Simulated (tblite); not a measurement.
Species: isobutene, C4H8.
Bonds: C1–C2 (double), C2–C3, C2–C4. Hydrogens: H5, H6 on C1; H7, H8, H9 on C3; H10, H11, H12 on C4.

Computed with GFN2-xTB (tblite), gas phase: Langevin dynamics at 400 K from the optimised GFN2-xTB geometry, time step 0.5 fs, friction 0.01 fs⁻¹, 2000 steps.

Start geometry:
```
atom  x, y, z in Å
C1      1.357   -0.594    0.421
C2      0.192   -0.084    0.058
C3     -1.116   -0.707    0.444
C4      0.081    1.159   -0.771
H5      2.291   -0.139    0.138
H6      1.425   -1.488    1.018
H7     -1.716    0.002    1.014
H8     -0.963   -1.599    1.046
H9     -1.681   -0.978   -0.448
H10     1.062    1.559   -1.014
H11    -0.450    0.947   -1.699
H12    -0.483    1.921   -0.234
```

The statistics below take the 31 frames saved every 25 fs from 250 to 1000 fs; their kinetic temperature (all 3N coordinates) averages 406 K.

Q: Give the mean, spread and extremes of the bond lengths.

A: 
| bond | start (Å) | mean (Å) | standard deviation (Å) | shortest (Å) | longest (Å) |
| --- | --- | --- | --- | --- | --- |
| C1=C2 | 1.322 | 1.328 | 0.017 | 1.292 | 1.364 |
| C2–C3 | 1.499 | 1.507 | 0.041 | 1.421 | 1.593 |
| C2–C4 | 1.499 | 1.512 | 0.043 | 1.428 | 1.602 |
| C1–H5 | 1.077 | 1.079 | 0.020 | 1.031 | 1.136 |
| C1–H6 | 1.077 | 1.081 | 0.030 | 1.029 | 1.146 |
| C3–H7 | 1.090 | 1.096 | 0.028 | 1.018 | 1.169 |
| C3–H8 | 1.087 | 1.095 | 0.034 | 1.028 | 1.161 |
| C3–H9 | 1.090 | 1.089 | 0.027 | 1.045 | 1.157 |
| C4–H10 | 1.087 | 1.102 | 0.032 | 1.051 | 1.157 |
| C4–H11 | 1.090 | 1.096 | 0.023 | 1.049 | 1.157 |
| C4–H12 | 1.090 | 1.094 | 0.037 | 1.016 | 1.214 |

Q: Give the same statistics for bond angles, one of each kind.

A: 
| angle | start (°) | mean (°) | standard deviation (°) | smallest (°) | largest (°) |
| --- | --- | --- | --- | --- | --- |
| C2–C1–H5 | 121.9 | 121.5 | 4.5 | 111.4 | 128.5 |
| H5–C1–H6 | 116.1 | 117.6 | 5.2 | 108.3 | 127.0 |
| C1–C2–C3 | 122.5 | 122.8 | 4.7 | 115.2 | 136.0 |
| C1–C2–C4 | 122.5 | 121.7 | 5.2 | 110.1 | 132.0 |
| C3–C2–C4 | 115.0 | 115.0 | 3.4 | 106.5 | 121.3 |
| C2–C3–H7 | 110.2 | 109.3 | 4.2 | 97.8 | 116.3 |
| C2–C3–H8 | 111.2 | 111.7 | 6.2 | 95.9 | 125.9 |
| H7–C3–H8 | 108.8 | 108.0 | 5.0 | 97.6 | 119.6 |
| H7–C3–H9 | 107.7 | 108.2 | 3.6 | 98.5 | 114.4 |

Q: How widely does the potential energy scatter, against a harmonic estimate?

A: Mean 0.51 eV above the start, standard deviation 0.118 eV, range 0.25 to 0.86 eV. For 30 classical harmonic modes at 400 K the canonical values are 30kT/2 = 0.52 eV and kT·√(30/2) = 0.133 eV.

The run is classical and short, so these are rough statistics of one trajectory.

What follows is the cost of the whole dynamics run. Time: 5.1 s; peak memory 0.18 GiB. Hardware: Intel Xeon Platinum 8488C, one thread, on a shared host.
